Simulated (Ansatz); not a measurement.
The inner images of a band of AlClFH (4 atoms, charge 0, multiplicity 1) are given out of order.

These are results of RKS PBE-D4/def2-SVP in Ansatz, not measurements.

Initial state:

```xyz
4
Properties=species:S:1:pos:R:3
Al 0.102 -0.060 -0.043
F 0.424 -1.006 1.298
H 1.056 -0.127 -1.296
Cl -1.582 1.193 0.041
```

Final state:

```xyz
4
Properties=species:S:1:pos:R:3
Al -0.365 0.741 -0.923
F 0.779 -0.838 0.479
H 1.464 -1.045 -0.135
Cl -1.878 1.142 0.578
```

Question: Put them in order from the first end to the last, with their energies above the first end.
A.
```xyz
4
Properties=species:S:1:pos:R:3
Al -0.002 0.210 -0.279
F 0.433 -0.987 0.831
H 1.332 -0.486 -0.804
Cl -1.763 1.264 0.253
```
B.
```xyz
4
Properties=species:S:1:pos:R:3
Al 0.014 0.104 -0.199
F 0.442 -0.951 1.015
H 1.264 -0.399 -1.022
Cl -1.720 1.246 0.207
```
C.
```xyz
4
Properties=species:S:1:pos:R:3
Al 0.055 0.020 -0.119
F 0.434 -0.965 1.169
H 1.175 -0.271 -1.189
Cl -1.663 1.216 0.139
```
D.
```xyz
4
Properties=species:S:1:pos:R:3
Al 0.023 0.363 -0.334
F 0.421 -1.075 0.610
H 1.368 -0.541 -0.549
Cl -1.812 1.253 0.274
```
E.
```xyz
4
Properties=species:S:1:pos:R:3
Al -0.050 0.656 -0.535
F 0.667 -1.081 0.439
H 1.287 -0.768 -0.290
Cl -1.904 1.193 0.386
```
F.
```xyz
4
Properties=species:S:1:pos:R:3
Al 0.017 0.511 -0.404
F 0.529 -1.092 0.476
H 1.313 -0.639 -0.386
Cl -1.859 1.221 0.314
```
G.
```xyz
4
Properties=species:S:1:pos:R:3
Al -0.199 0.748 -0.742
F 0.758 -1.010 0.493
H 1.360 -0.914 -0.239
Cl -1.920 1.176 0.488
```

Answer: C (+0.15 eV), B (+0.62 eV), A (+1.40 eV), D (+2.30 eV), F (+2.77 eV), E (+2.45 eV), G (+2.26 eV).

Run time: 62 s on 1 thread of Arm Neoverse V2, on a shared host, peak memory 0.1 GiB.
